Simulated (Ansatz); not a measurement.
Cs2AgBiBr6 (Fm-3m, No. 225)

Computed with PBE+SOC (Ansatz, a quantum-chemistry and plane-wave program, plane waves, PAW).

Numerical settings: plane-wave cutoff 520 eV, 6×6×6 k mesh, Fermi–Dirac smearing 0.01 eV, PAW data made under PBE.

Cell: measured lattice: a = 11.232 Å, b = 11.232 Å, c = 11.232 Å, α = 90.00°, β = 90.00°, γ = 90.00°.

```
Item                                                      Value
-------------------------------------------  ------------------
band gap                                     1.05 eV (indirect)
smallest direct gap on the k points sampled             1.78 eV
Γ–Γ gap                                                 1.95 eV
```

Note: cell and atoms aren't relaxed at this level (largest force component 0.36 eV/Å, pressure 1.9 GPa).

Static lattice: no zero-point or thermal effects.

Computing time: about 20 core-minutes (a rough figure).
